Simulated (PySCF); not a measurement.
# PH2 (SMILES [PH2]) at UPBE0/cc-pVTZ

Aim: the vertical doublet–quartet gap of PH2 at UPBE0/cc-pVTZ, from 2 runs. The job is set up through a Python script.

Program for the calculation: PySCF 2.14.0.

3 further runs of the same task are left out: 3 set aside as unsound or not needed.

### 1 Starting point

PH2: 3 atoms, total charge 0, spin state doublet. SMILES: `[PH2]`. The coordinates come from a PBE0-D4/def2-TZVP relaxation.

Bond lengths: P1–H2 1.424 Å, P1–H3 1.424 Å. Angles: H2–P1–H3 91.5°.

### 2 The energy at UPBE0/cc-pVTZ

The input, calc.py:

```python
from pyscf import gto, dft

mol = gto.M(
    atom=[
    ('P', (0.525730, -0.309370, 0.258210)),
    ('H', (0.114640, 1.051490, 0.176750)),
    ('H', (-0.640370, -0.742120, -0.434970)),
],
    spin=1,
    max_memory=1860,
    basis='cc-pvtz',
    verbose=3,
)

calc0 = dft.UKS(mol, xc='pbe0')
calc0.conv_tol = 1e-10
calc0.grids.level = 5
calc0.kernel()
if not calc0.converged:
    calc0 = calc0.newton().run(calc0.mo_coeff, calc0.mo_occ)

etot = calc0.e_tot
print(f'total energy: {etot:.8f} hartree')
```

The run is started by

```console
$ OMP_NUM_THREADS=1 python calc.py
```

The program printed:

```text
WARN: HOMO -0.213873942569622 >= LUMO -0.213873942569625

converged SCF energy = -342.384885271342  <S^2> = 0.75689993  2S+1 = 2.0068881
total energy: -342.38488527 hartree
```

It took 4.8 s on 1 thread of Arm Neoverse V2, shared host; peak memory 0.3 GiB.

### 3 The quartet at the same level

The input, input.py:

```python
from pyscf import gto, dft

mol = gto.Mole()
mol.atom = [
    ('P', (0.525730, -0.309370, 0.258210)),
    ('H', (0.114640, 1.051490, 0.176750)),
    ('H', (-0.640370, -0.742120, -0.434970)),
]
mol.verbose = 3
mol.charge = 0
mol.spin = 3
mol.basis = 'cc-pvtz'
mol.max_memory = 1860
mol.build()

myscf = dft.UKS(mol, xc='pbe0')
myscf.grids.level = 5
myscf.conv_tol = 1e-10
myscf.kernel()
if not myscf.converged:
    myscf = myscf.newton().run(myscf.mo_coeff, myscf.mo_occ)

e_tot = myscf.e_tot
print('Final energy', e_tot)
```

The run is started by

```console
$ OMP_NUM_THREADS=1 python input.py
```

The program printed:

```text
WARN: HOMO -0.000472600143179847 >= LUMO -0.31695274519846

WARN: HOMO -0.104575582275965 >= LUMO -0.230266867541804

WARN: HOMO -0.0890201180436101 >= LUMO -0.198629421471941

WARN: HOMO -0.0900275955904295 >= LUMO -0.196010988361463

WARN: HOMO -0.0901734504256479 >= LUMO -0.19550148068617

WARN: HOMO -0.0902285851208626 >= LUMO -0.195485793274557

WARN: HOMO -0.0902467203112671 >= LUMO -0.195486497507031

WARN: HOMO -0.0902392271657471 >= LUMO -0.19547576101529

WARN: HOMO -0.0902409215510636 >= LUMO -0.195479006835296

WARN: HOMO -0.0902406635584843 >= LUMO -0.195478671010975

converged SCF energy = -342.16189414593  <S^2> = 3.7542946  2S+1 = 4.0021467
Final energy -342.16189414593003
```

Wall time 4.8 s (1 thread of Arm Neoverse V2, shared host); peak memory 0.3 GiB.

### 4 Outcome

Level: UPBE0/cc-pVTZ.

| quantity | value |
| --- | --- |
| doublet: total energy | -342.38489 Eh |
| doublet: dipole moment | 0.65 D |
| doublet: HOMO energy (highest over α and β) | -7.23 eV |
| doublet: LUMO energy (lowest over α and β) | -3.03 eV |
| doublet: ⟨S²⟩ | 0.757 |
| quartet: total energy | -342.16189 Eh |
| quartet: dipole moment | 0.02 D |
| quartet: HOMO energy (highest over α and β) | -2.46 eV |
| quartet: ⟨S²⟩ | 3.754 |
| vertical energy of the quartet above the doublet | 6.068 eV |

What this shows: At this shape the quartet lies 6.07 eV (585 kJ/mol) above the doublet.
